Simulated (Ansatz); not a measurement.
The same path of C2H3FN (7 atoms, charge 0, multiplicity 2) was run twice with different band settings. The coordinate that changes most is the dihedral H6–N1–C2–H7.

Method: Ansatz 0.2.0, UKS PBE-D4/def2-SVP.

Relaxed end points:

```xyz
7
Properties=species:S:1:pos:R:3
N -0.445 0.870 -0.234
C 0.531 0.041 0.337
C 0.693 -1.276 0.091
F 0.073 -1.972 -0.861
H -1.103 0.372 -0.841
H -0.954 1.453 0.439
H 1.205 0.512 1.069
```

```xyz
7
Properties=species:S:1:pos:R:3
N -0.651 0.759 0.108
C 0.534 0.043 0.331
C 0.767 -1.236 -0.033
F -0.139 -2.089 -0.507
H -0.512 1.692 -0.295
H -1.349 0.240 -0.433
H 1.350 0.590 0.828
```

Common settings: movable images 7; climbing image yes; optimiser quadratic models (default); start path through a guess of the saddle point; force threshold 0.05 eV/Å; end points relaxed.

| run | spring | iteration limit |
| --- | --- | --- |
| 1 | 5.0 eV/Å² | 58 |
| 2 | 0.1 eV/Å² | 60 |

Task: What does each run give, and how far can it be trusted?

Result: Run 1: converged after 13 iterations, highest image 0.227 eV above the first end. A vibrational analysis at the climbing image gives one clearly imaginary mode, 157i cm⁻¹: a first-order saddle point.
Run 2: converged after 14 iterations, highest image 0.227 eV above the first end. Another band between the same ends (7 images) ends at a top of the same energy, where a vibrational analysis finds 1 clearly imaginary mode.
